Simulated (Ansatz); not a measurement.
Two shapes of singlet O₃.

Shape 1:

```xyz
3

O     0.0000    0.0000   -0.3867
O     0.0000    0.9759    0.1934
O     0.0000   -0.9759    0.1934
```

Shape 2:

```xyz
3

O    -0.0376    0.0040   -0.4530
O    -0.0167    1.0707    0.1641
O     0.0037   -1.1105    0.2070
```

Basis set: cc-pVTZ (spherical functions). Correlated methods keep 3 orbitals frozen. Charge 0, multiplicity 1.

Computed with Ansatz (development build ahead of 0.2.0); each method stands on the lowest determinant of its kind that the runs found.

Q: Which shape is lower in energy, and by how much in each method?

A:

```csv
method,E(2) − E(1) (eV)
RHF,0.012
RHF-MP2,-1.367
```

The methods disagree on the order. Caution: in another basis set an unrestricted determinant lies well below.
